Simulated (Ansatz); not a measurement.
A made-up structure of CH₅BN, doublet:

```
8
angstrom
B 0.4482 -1.4701 0.4396
C 0.4684 -0.0568 0.3702
N -0.3518 0.6434 -0.7519
H -1.1415 0.1711 -1.1921
H -0.1431 1.6165 -0.9751
H -0.1368 0.4353 1.1816
H 1.4820 0.3389 0.4806
H -0.6448 -1.8003 0.5765
```

It is relaxed with PBE-D4/def2-SVP and then PBE0-D4/def2-TZVP (Ansatz 0.2.0). Atoms count as bonded within 1.22 times the sum of their covalent radii (H–H: 0.88 Å). The end point is not checked to be a true minimum.

Task: Does its bonding change? (A judgement: the text doesn't fix the answer.)

Result: Computed: Yes. Formed: B1–H6; broken: C2–H6.

Where it ends: The first stage lowers the energy by 3.32 eV in 22 steps. It ends as CH₅BN ([BH2][CH][NH2]):
```tsv
atom	x (Å)	y (Å)	z (Å)
B1	-0.0127	-0.9209	0.9247
C2	0.3665	0.3063	0.1513
N3	-0.2367	0.6857	-0.9905
H4	-0.9870	0.1306	-1.3659
H5	0.0293	1.5109	-1.4967
H6	0.5652	-1.2006	1.9335
H7	1.1608	0.9825	0.4586
H8	-0.9049	-1.6165	0.5144
```

Labels in which every atom is bracketed show which atoms are joined, not bond orders.

For scale, one of the runs: PBE0-D4/def2-TZVP relaxation, 123 basis functions, launched by `ansatz run in.yaml --threads 2 --pin off --events-out ev --progress --plain --max-ram 4352MiB`. Hardware: 2 CPU threads of an Intel Xeon Platinum 8259CL, shared host. Wall time about 22 s.
